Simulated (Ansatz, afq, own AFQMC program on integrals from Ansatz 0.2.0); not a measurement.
**Where AFQMC and coupled cluster stand for CHN, singlet**

```yaml
atoms:
  - { symbol: N, position_ang: [0.0000, 0.0000, 1.1200] }
  - { symbol: C, position_ang: [0.0000, 0.0000, -0.0256] }
  - { symbol: H, position_ang: [0.0000, 0.0000, -1.0944] }
```

Connectivity, by distances: N–CH.

Basis cc-pVDZ. Only valence electrons are correlated. AFQMC by an in-house program on the Cholesky factors that Ansatz 0.2.0 writes for its CCSD(T) run. The CISD trial takes its coefficients from CCSD amplitudes. Released means that phaseless walkers are propagated on without the constraint, phases kept. Free AFQMC starts from the CCSD state and is never constrained. Its projection time is finite, and what remains of the start isn't in its error. Uncertainties: one standard error, sampling alone.

Determinant: RHF, the one that the program's search chose, which needn't be the lowest solution. The geometry is a point of a scan.

No full CI on the walks' own integrals is used here; CCSDT(Q) serves as the reference and is uncertain by about the last step of the cluster series.

```
T1 diagnostic                               : 0.0135
weight of the determinant in the CISD state : 0.890
size of the correlated space                : 10 electrons in 31 orbitals
```

Reference: CCSDT(Q), correlation energy -8.305 eV. The released energy is read at 2.40 1/Eh (meV from the phaseless value at times in 1/Eh: -10 ± 21 at 0.24, -10 ± 13 at 0.51, -25 ± 13 at 0.99, 7 ± 15 at 1.62, 11 ± 22 at 2.40).

```
         level  E − E(reference) (mEh)  share of correlation (%)
            HF                  305.20                      0.00
           MP2                   22.67                     92.57
          CCSD                   13.25                     95.66
       CCSD(T)                    1.60                     99.48
         CCSDT                    1.38                     99.55
   ph-AFQMC/HF            -0.20 ± 2.86                    100.07
 ph-AFQMC/CISD             0.41 ± 0.64                     99.86
released AFQMC             0.84 ± 0.81                     99.73
    free AFQMC             0.53 ± 0.70                     99.83
```

Free projections are given only where their last times agree within the noise and don't stop above the reference; a slow remainder of the start can still hide under it. A walk keeps the symmetry of its determinant, which the program's search chose and which needn't be the lowest solution, so a lower state of the same spin and another symmetry isn't excluded. Released energies are given only where the last usable release times agree within the noise; a slower fall can still hide under it.
